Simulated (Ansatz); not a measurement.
Chalcopyrite CdSnAs₂, treated with PBEsol-D3(BJ) in Ansatz (PAW).

Settings: plane-wave cutoff 520 eV, 8×8×8 k mesh, Fermi–Dirac smearing 0.01 eV, scalar-relativistic PAW data made under PBE.

Cell (relaxed at this level):

```xyz
8
Lattice="-3.0190 3.0190 5.9355 3.0190 -3.0190 5.9355 3.0190 3.0190 -5.9355" Properties=species:S:1:pos:R:3 pbc="T T T"
Cd     0.0000     0.0000     0.0000
Cd     0.0000     3.0190     2.9678
Sn     0.0000     0.0000     5.9355
Sn     3.0190     0.0000     2.9678
As     1.5069     1.5095     7.4194
As     1.5095    -1.5069     4.4516
As     1.5120     1.5095     1.4839
As     1.5095     4.5259    -1.4839
```

Q: Predict the bulk modulus and pressure derivative B′ of the bulk modulus.

A: 
- bulk modulus: 60.0 GPa
- pressure derivative B′ of the bulk modulus: 4.7

The run finds no gap.

Note: the gap of the solid is closed in this run; the relaxation could not lower the start's symmetry, so the cell can be a saddle point above a distorted one; this level leaves the solid without a gap, although one is measured; the bulk modulus comes from volumes at which shape and atoms were relaxed.

Spin–orbit coupling is not included; it can open a gap where bands touch, and shift volumes and moduli.

Computed values are for the static lattice.

Ansatz is a program for electronic structure.
